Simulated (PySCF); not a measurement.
Molecule: cyclopentane (SMILES C1CCCC1).

Bonds (- single, = double, # triple, : aromatic): C1-C2 1.530 Å, C2-C3 1.545 Å, C3-C4 1.545 Å, C4-C5 1.530 Å, C5-C1 1.526 Å. C1 carries H6, H7; C2 carries H8, H9; C3 carries H10, H11; C4 carries H12, H13; C5 carries H14, H15.

Geometry PBE0-D3(BJ)/def2-SVP throughout; GIAO in PySCF 2.14.0 with density-fitted response routines, gas phase, one conformer, non-relativistic; equivalent atoms averaged; functional PBE0.

For orientation, cc-pVTZ gives these absolute shieldings σ: C1/C2/C3/C4/C5 158.8, H6/H7/H8/H9/H10/H11/H12/H13/H14/H15 29.75 ppm.

A run gave: C1/C2/C3/C4/C5 158.7, H6/H7/H8/H9/H10/H11/H12/H13/H14/H15 29.99 ppm (absolute shieldings σ).

Problem. Which basis set was used in that run?
A. 6-31G
B. 6-311+G(2d,p)
C. def2-SVP
D. pcSseg-0
E. STO-3G

Solution. B. C1/C2/C3/C4/C5 tells them apart best: 6-311+G(2d,p) gives 158.7, pcSseg-0 gives 165.4, def2-SVP gives 167.7, STO-3G gives 203.0, 6-31G gives 171.6 ppm.
